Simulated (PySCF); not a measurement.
# O3 (ozone): the cost of one run

Programs: PySCF 2.14.0, with density-fitted response routines of our own. Each step states its level of theory. These are calculated values for one molecule in the gas phase, unless marked as measured. Atoms are numbered from 0 throughout.

## Step 1: The molecule as given

3 atoms, charge 0, multiplicity 1; geometry from: GFN2-xTB. The atoms were then displaced at random by about 0.03 Å, so the start is not that level's minimum.

Bonds of the start (Å): O0–O1 1.21, O1–O2 1.19.

## Step 2: Optimising the geometry at PBE0-D3(BJ)/def2-SVP

What the job is given:

```
{"job": {"xc": "PBE0", "basis": "def2-SVP", "d3": "d3bj", "grid": 1, "shake": 0.03, "kind": "geom"}, "charge": 0, "multiplicity": 1}
O     -0.997550    -0.312760     0.007600
O     -0.020820     0.394150    -0.028680
O      1.024930    -0.183670    -0.023920
```

On the command line:

```sh
$ OMP_NUM_THREADS=1 python probes_run.py task.json out
```

One launch serves the whole session: the jobs run in the order shown.

Q: Estimate the wall time and peak memory of this first job on 1 thread of Arm Neoverse V2, shared host.

About 3.4 s, with a peak of 0.23 GiB.
